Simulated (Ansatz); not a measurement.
# C2H6N2: a ladder of functionals and wavefunction methods

How much do the methods differ for C2H6N2? The plan is to run it at one geometry with functionals of several rungs and with coupled cluster, and see how far each lands from CCSD(T) at the basis-set limit for the atomisation energy.

Computed with Ansatz 0.2.0, Gaussian basis. Level: functionals in def2-TZVPP, the program's frozen cores in correlated methods.

The runs, in order: LDA (SPW92), PBE-D4, revPBE-D4, BLYP-D4, r2SCAN-D4, B97M-V, PBE0-D4, B3LYP-D4, r2SCANh-D4, r2SCAN0-D4, HSE06-D4, BHLYP-D4, CAM-B3LYP-D4, LC-ωPBE, ωB97X-V, ωB97M-V, B2PLYP, PBE-QIDH; CCSD(T)/def2-SVP; CCSD(T)/def2-TZVPP; CCSD(T)/def2-QZVPP; extrapolation to the limit; RPA on PBE.

**1. The geometry**

All runs share one geometry, relaxed beforehand with PBE0-D4 in a triple-zeta def2 set.

SMILES `C/N=N\C`, 10 atoms, charge 0, spin multiplicity 1.

Atoms are counted from 1 here; the program's logs count them from 0.

Bond lengths: C1–N2 1.464 Å, C1–H5 1.095 Å, C1–H6 1.088 Å, C1–H7 1.095 Å, N2–N3 1.230 Å, N3–C4 1.463 Å, C4–H8 1.088 Å, C4–H9 1.095 Å, C4–H10 1.095 Å. Angles: N2–C1–H5 111.3°, N2–C1–H6 107.9°, N2–C1–H7 111.3°, H5–C1–H6 109.2°, H5–C1–H7 107.8°, H6–C1–H7 109.2°, C1–N2–N3 119.7°, N2–N3–C4 119.7°, N3–C4–H8 107.9°, N3–C4–H9 111.3°, N3–C4–H10 111.3°, H8–C4–H9 109.2°, H8–C4–H10 109.2°, H9–C4–H10 107.8°.

**2. LDA**

This LDA is Slater exchange with PW92 correlation.

File in.yaml:

```yaml
crystal:
  periodic: [false, false, false]
  atoms:
    - {symbol: C, position_ang: [0.341017, 1.294356, 0.100545]}
    - {symbol: N, position_ang: [0.103105, 0.455033, 1.275629]}
    - {symbol: N, position_ang: [-0.207302, -0.726156, 1.128979]}
    - {symbol: C, position_ang: [-0.335904, -1.280992, -0.219121]}
    - {symbol: H, position_ang: [1.161788, 0.902229, -0.509476]}
    - {symbol: H, position_ang: [0.599190, 2.291899, 0.448883]}
    - {symbol: H, position_ang: [-0.549794, 1.353588, -0.533857]}
    - {symbol: H, position_ang: [-0.614039, -2.328284, -0.124588]}
    - {symbol: H, position_ang: [-1.104660, -0.754626, -0.794883]}
    - {symbol: H, position_ang: [0.606589, -1.207048, -0.772110]}
basis:
  gaussian: {orbitals: def2-TZVPP}
hamiltonian: {xc: lda}
output: {orbitals: {seedname: orbitals}}
```

Run with:

```sh
$ ansatz run in.yaml --threads 2 --pin off --events-out ev --progress --plain --max-ram 22528MiB --backend cpu
```

The runs that follow: PBE-D4 (GGA); revPBE-D4 (GGA); BLYP-D4 (GGA); r2SCAN-D4 (meta-GGA); B97M-V (meta-GGA); PBE0-D4 (hybrid); B3LYP-D4 (hybrid); r2SCANh-D4 (hybrid); r2SCAN0-D4 (hybrid); HSE06-D4 (hybrid); BHLYP-D4 (hybrid); CAM-B3LYP-D4 (range-separated); LC-ωPBE (range-separated); ωB97X-V (range-separated); ωB97M-V (range-separated); B2PLYP (double hybrid); PBE-QIDH (double hybrid); CCSD(T) in def2-SVP; CCSD(T) in def2-TZVPP; CCSD(T) in def2-QZVPP; RPA on PBE orbitals.

Before running them: what should the planned runs give, taken together? Wanted: atomisation energy, CCSD(T)/CBS; farthest beyond LDA; mean size of error, GGA; mean size of error, meta-GGA; mean size of error, hybrid; mean size of error, range-separated; mean size of error, double hybrid; gap, smallest and largest; T1 diagnostic.

The runs gave:

| quantity | value |
| --- | --- |
| atomisation energy, CCSD(T)/CBS | 3656.3 kJ/mol |
| functionals within 18.3 kJ/mol (0.5 %) | r2SCAN-D4, B97M-V, LC-ωPBE, B2PLYP |
| farthest beyond LDA | PBE-D4 (+144.8 kJ/mol) |
| mean size of error, GGA | 86.0 kJ/mol |
| mean size of error, meta-GGA | 8.1 kJ/mol |
| mean size of error, hybrid | 56.3 kJ/mol |
| mean size of error, range-separated | 26.6 kJ/mol |
| mean size of error, double hybrid | 25.6 kJ/mol |
| gap, smallest and largest | 2.55 eV (LDA (SPW92)), 10.64 eV (LC-ωPBE) |
| T1 diagnostic | 0.0121 |
| triples share of the correlation energy | 4.3 % |

In words: The LDA atomisation energy is off by 614.0 kJ/mol (17 %): it overbinds. PBE-D4 misses by +144.8 kJ/mol. Double hybrids carry the basis error of their MP2 part in triple zeta, and no dispersion term here, so their miss is partly the set-up's. Taken by rung, meta-GGA functionals do best (8.1 kJ/mol on average) and GGA ones worst beyond LDA (86.0 kJ/mol). The reference freezes the cores and leaves out relativity and excitations past (T), so misses under about 18.3 kJ/mol can't be ranked. Hartree-Fock recovers 67 % of the binding; the rest is correlation. CCSD(T) in def2-SVP is off by -204.1 kJ/mol, more than most functionals: a good method in a small basis is no reference. The gap grows from 2.5 to 10.6 eV across the functionals, mostly with the share of exact exchange. The restricted reference is unstable towards a spin-broken one.
